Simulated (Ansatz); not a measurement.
## HB–Al–O, quartet: reading a ladder of total energies

Geometry: that of the HB–Al–O, doublet, kept fixed.

```xyz
4

B     0.0000    0.0000    1.1190
Al    0.0000    0.0000   -0.9104
O     0.0000    0.0000   -2.5093
H     0.0000    0.0000    2.3007
```

Basis cc-pVDZ; Ansatz 0.2.0. Correlated methods freeze the noble-gas cores, which leaves 13 electrons in 44 orbitals. Prefix R: restricted or restricted open-shell reference; prefix U: unrestricted.

Full CI isn't at hand for all of this; UCCSDT(Q) serves as the reference, and is uncertain by the last step of the cluster series or more.

UCCSD has a T1 diagnostic of 0.017 and a largest doubles amplitude of 0.07.

Runs differ by some tens of microhartree through their thresholds and, for an open shell, their frozen cores, so steps under 0.03 kcal/mol mean nothing.

| level | total energy (hartree) |
| --- | --- |
| UHF | -341.902591 |
| UMP2 | -342.148644 |
| UCCSD | -342.182174 |
| UCCSD(T) | -342.189553 |
| UCCSDT | -342.191153 |
| UCCSDT(Q) | -342.191887 |

What is the correlation energy at UCCSDT(Q), and what share of it do UMP2 and UCCSD(T) recover?

E(corr) = -342.191887 − (-341.902591) = -0.289296 hartree = -7.872 eV. UMP2: -0.246053 / -0.289296 = 85.05 %. UCCSD(T): -0.286962 / -0.289296 = 99.19 %.

By how many kcal/mol does UCCSD(T) miss UCCSDT(Q) (1 hartree = 627.509 kcal/mol), and which steps make up the rest?

-342.189553 − (-342.191887) = 0.002334 hartree = 1.46 kcal/mol. Steps: UCCSDT − UCCSD(T) = -1.00, UCCSDT(Q) − UCCSDT = -0.46 kcal/mol. Differences between like states or geometries often cancel part of this.
